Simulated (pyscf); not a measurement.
Structures and frequencies: ωB97X-D3(BJ)/def2-SVP in PySCF.

**Question.** Estimate by transition-state theory the rate constant of F–WH(F)(F)(F)–F + HCl → F–W(F)(F)(F)(F)–Cl + H₂ (singlet surface; H–W, Cl–H broken, Cl–W, H–H formed) at 1200 K, with ωB97M-D3(BJ)/def2-TZVP energies (ideal gas, 1 atm, RRHO with modes under 100 cm⁻¹ raised to 100, one conformer, R ln 2 for chiral ones without a mode under 150 cm⁻¹; no tunnelling).

**Answer.** The electronic barrier is 12.7 kcal/mol and the thermal terms add +43.6, so ΔG‡ = 56.4 kcal/mol. With k_BT/h = 2.50e+13 s⁻¹ and RT = 2.385 kcal/mol, and a volume of 1.64e-19 cm³ per molecule at 1 atm, k = 2.2e-16 cm³ molecule⁻¹ s⁻¹. Wigner's tunnelling factor for 584i cm⁻¹ would be 1.02. A shift of 1 kcal/mol in the barrier changes k by a factor 1.5. This is the saddle that the search found; another between the same sides may lie lower. Elements past Kr carry the def2 core potentials, without spin-orbit coupling.
